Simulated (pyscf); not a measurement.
Single points on ωB97X-D3(BJ)/def2-SVP structures (PySCF, gas phase). MP2 and CC: frozen core, UHF for open shells. ΔMP2 is the change of the MP2 total energy from the triple- to the quadruple-zeta basis.

Question: What is the homolytic dissociation enthalpy (298 K, CCSD(T)/def2-TZVPP + ΔMP2(QZVPP)) of the Cl–Si bond of HN=Si(Cl)–Cl, to [HN=Si–Cl]• + Cl•?

Answer: Cl–Si to [HN=Si–Cl]• + Cl•: 4.25 eV. The radicals are drawn with the spin at the cut bond; how far it spreads was not checked. Other isomers of [HN=Si–Cl]• were not searched in full and may lie lower. The CCSD(T) − MP2 part came from Ansatz, without density fitting, on the same reference. An open-shell T1 diagnostic exceeds 0.045. Left out: the spin-orbit lowering of Cl.
